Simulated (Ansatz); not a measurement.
**BCCD(T)/def2-TZVPPD run of HBS (SMILES B=S)**

What is the energy change on altering one bond length of HBS at BCCD(T)/def2-TZVPPD? 

The results are computed with Ansatz 0.2.0.

56 further runs of the same task are left out: 3 that didn't finish, 53 set aside as unsound or not needed.

## (1) Starting point

HBS: 3 atoms, total charge 0, spin state singlet. As SMILES, `B=S`. The coordinates come from a PBE0-D4/def2-TZVP relaxation.

Bond lengths: B1–S2 1.598 Å, B1–H3 1.175 Å. Angles: S2–B1–H3 180.0°.

## (2) The energy at BCCD(T)/def2-TZVPPD

The input, run.yaml:

```yaml
basis:
  gaussian: {orbitals: def2-TZVPPD.json}
crystal:
  periodic: [false, false, false]
  atoms:
    - symbol: B
      position_ang: [-0.038660, -0.014560, 0.134750]
    - symbol: S
      position_ang: [0.399170, 0.147640, -1.393290]
    - symbol: H
      position_ang: [-0.360510, -0.133080, 1.258530]
correlation: {method: bccd_t, frozen_orbitals: {B: 1, H: 0, S: 5}}
accuracy: high
scf: {omitted_lower_state_checks: [cluster_reference, increment]}
```

The basis set def2-TZVPPD is read from a file made from the Basis Set Exchange's data (not shown).

Run with:

```bash
$ ansatz run run.yaml --threads 1 --pin off --max-ram 3480MiB --events-out events.jsonl --progress --plain --runs-dir runs
```

Standard output (excerpt; [...] marks lines left out):

```text
Warning: RAYON_NUM_THREADS=1 ignored (pool sized by the plan → 1); use --threads N
Functional definition: HF
  name "HF"
[...]
1398 factors; integrals over basis functions are off by at most 4.0e-9 eV
[...]
mean field -11505.80261001 eV, -422.8304470048 hartree, gradient 1.2e-8 eV, S^2 0.000000; 0 other end points of the search recorded, 0 dependent functions left out
6 core orbitals not correlated: weight in the atoms' cores, before any rotation towards them, 1.000 or more for the frozen orbitals, at most 0.000 for the correlated occupied ones
reference -11505.80261001 eV, -422.8304470048 hartree; 5, 5 occupied and 94, 94 virtual orbitals, 1398 factors
second order -7.16413621 eV of doubles, -0.00000000 eV of singles
cycle   1  -7.44341174 eV  change   -2.8e-1 eV  update   8.1e-2
[...]
cycle  20  -7.71145883 eV  change  -4.3e-10 eV  update  3.7e-10
perturbative correction -0.46012902 eV, -0.0169094297 hartree
Total energy: -11513.97419786 eV, -423.1307473195 hartree
Checks for a lower state left out: cluster_reference, increment
```

It took 9.3 s on 1 thread of Arm Neoverse V1, shared host; peak memory 0.69 GiB.

## (3) The distorted shape, same level

The input, job.yaml:

```yaml
crystal:
  periodic: [false, false, false]
  atoms:
    - {symbol: B, position_ang: [0.009618, 0.003218, -0.033820]}
    - {symbol: S, position_ang: [0.447448, 0.165418, -1.561860]}
    - {symbol: H, position_ang: [-0.360510, -0.133080, 1.258530]}
basis:
  gaussian: {orbitals: def2-TZVPPD.json}
correlation: {method: bccd_t, frozen_orbitals: {B: 1, H: 0, S: 5}}
accuracy: high
scf: {omitted_lower_state_checks: [cluster_reference, increment]}
```

The basis set def2-TZVPPD is read from a file made from the Basis Set Exchange's data (not shown).

Run with:

```bash
$ ansatz run job.yaml --threads 1 --pin off --max-ram 3480MiB --events-out events.jsonl --progress --plain --runs-dir runs
```

Standard output (excerpt; [...] marks lines left out):

```text
Warning: RAYON_NUM_THREADS=1 ignored (pool sized by the plan → 1); use --threads N
Functional definition: HF
  name "HF"
[...]
1409 factors; integrals over basis functions are off by at most 3.7e-9 eV
[...]
mean field -11505.43113152 eV, -422.8167954221 hartree, gradient 2.1e-8 eV, S^2 0.000000; 0 other end points of the search recorded, 0 dependent functions left out
6 core orbitals not correlated: weight in the atoms' cores, before any rotation towards them, 1.000 or more for the frozen orbitals, at most 0.000 for the correlated occupied ones
reference -11505.43113152 eV, -422.8167954221 hartree; 5, 5 occupied and 94, 94 virtual orbitals, 1409 factors
second order -7.19615698 eV of doubles, -0.00000000 eV of singles
cycle   1  -7.46992402 eV  change   -2.7e-1 eV  update   8.3e-2
[...]
cycle  21  -7.75429876 eV  change  -4.4e-10 eV  update  8.3e-10
perturbative correction -0.46957830 eV, -0.0172566843 hartree
Total energy: -11513.65500858 eV, -423.1190173297 hartree
Checks for a lower state left out: cluster_reference, increment
```

Run time: 9.3 s. Hardware: 1 thread of Arm Neoverse V1, shared host; peak memory 0.69 GiB.

## (4) Outcome

Level: BCCD(T)/def2-TZVPPD, 6 core orbitals frozen.

| quantity | value |
| --- | --- |
| first shape: total energy | -423.13075 Eh |
| first shape: correlation energy (6 core orbitals frozen) | -300.3 mEh |
| first shape: (T) correction | -16.91 mEh |
| distorted shape: total energy | -423.11902 Eh |
| distorted shape: correlation energy (6 core orbitals frozen) | -302.2 mEh |
| distorted shape: (T) correction | -17.26 mEh |
| energy change with the B1–H3 bond stretched from 1.175 to 1.351 Å | 0.319 eV |

With the B1–H3 bond stretched from 1.175 to 1.351 Å the energy rises by 0.32 eV (30.8 kJ/mol). The first shape isn't relaxed at this level, so the change isn't measured from a minimum. The triples (first shape) make up 5.6 % of the correlation energy. The triples (distorted shape) make up 5.7 % of the correlation energy.
